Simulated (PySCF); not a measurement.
LiH₂⁻ (singlet). Level of theory: PySCF, PBE0, basis Li def2-TZVPD, H def2-TZVPD (no relativity, density fitting).

Harmonic bands of its minimum:

| ω (cm⁻¹) | IR (km/mol, summed over degenerate members) | degeneracy |
| --- | --- | --- |
| 432 | 1570 | 2 |
| 1035 | 0.0 | 1 |
| 1112 | 838 | 1 |

Question: The central atom is Li. Infer the point group and assign the bands.

Answer: D∞h. The modes span πu + σg+ + σu+: 432 πu, 1035 σg+, 1112 σu+. The computed geometry has Li–H 1.732 Å (×2); H–Li–H 180.0°.

Other isomers or separated fragments may lie lower. The lowest empty level of this anion is unbound, so it and the gap depend on the basis.
